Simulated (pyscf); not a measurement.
**Four-centre exchange: SnH₄ + ammonia (NH₃) → H₂N–SnH₃ + hydrogen (H₂)**

Gas phase, singlet surface, charge 0. Bonds broken: Sn1–H2, N6–H7. Bonds formed: Sn1–N6, H2–H7. Structures and frequencies: ωB97X-D3(BJ)/def2-SVP in PySCF.

Transition state (Å):

```xyz
9

Sn    -0.0409     0.4437    -0.3988
H     -1.4321    -1.2334     0.1615
H      0.9737     1.8210    -0.0966
H     -1.3170     0.9999    -1.3752
H      0.9826    -0.7788    -0.9895
N     -0.5968     0.1824     1.7101
H     -1.2085    -0.7334     1.1342
H      0.1506    -0.0800     2.3581
H     -1.1516     0.9273     2.1398
```

One imaginary mode, 1511i cm⁻¹; descent along it reached the two sides named, in the forms told below.

```
bond    change  reactant side (Å)  saddle  product side
------  ------  -----------------  ------  ------------
Sn1–H2  breaks              1.706   2.250           4.8
N6–H7   breaks              1.021   1.243         2.537
Sn1–N6   forms                3.0   2.197         2.045
H2–H7    forms                2.9   1.116         0.764
```

Electronic energies relative to the separated reactants (kcal/mol):

```
level                   barrier  reaction energy  reverse barrier
----------------------  -------  ---------------  ---------------
ωB97X-D3(BJ)/def2-TZVP     41.4             +6.6             34.8
PBE/def2-TZVP              37.3             +8.2             29.1
r²SCAN/def2-TZVP           39.0             +7.4             31.6
B3LYP-D3(BJ)/def2-TZVP     40.9             +7.6             33.3
PBE0-D3(BJ)/def2-TZVP      39.6             +8.8             30.9
M06-2X/def2-TZVP           39.4             +3.5             35.8
ωB97M-D3(BJ)/def2-TZVP     43.3             +8.7             34.5
HF/def2-TZVP               57.9            +11.2             46.7
```

With ωB97M-D3(BJ)/def2-TZVP energies and thermal terms (ideal gas, 1 atm, RRHO with modes under 100 cm⁻¹ raised to 100, one conformer, R ln 2 for chiral ones without a mode under 150 cm⁻¹), in kcal/mol:

```json
[
 {"T (K)": "298", "ΔH‡": "40.8", "ΔG‡": "49.6", "ΔH": "+6.0", "ΔG": "+6.0"},
 {"T (K)": "600", "ΔH‡": "41.2", "ΔG‡": "58.5", "ΔH": "+7.3", "ΔG": "+5.5"},
 {"T (K)": "900", "ΔH‡": "42.0", "ΔG‡": "67.0", "ΔH": "+8.4", "ΔG": "+4.4"},
 {"T (K)": "1200", "ΔH‡": "43.0", "ΔG‡": "75.2", "ΔH": "+9.1", "ΔG": "+2.9"}
]
```

On the reactant side the descent ends in a complex (not fully relaxed), 4.1 kcal/mol under the separated species and 45.5 kcal/mol under the saddle at ωB97X-D3(BJ)/def2-TZVP. At the saddle there is also a short H–Sn contact that neither side keeps. The same reactants have a lower exit, to SnH₂ [singlet] + NH₃ + H₂ (barrier +33.3 kcal/mol at ωB97M-D3(BJ)/def2-TZVP, against +43.3 kcal/mol here). This is the saddle that the search found; another between the same sides may lie lower. Elements past Kr carry the def2 core potentials, without spin-orbit coupling.
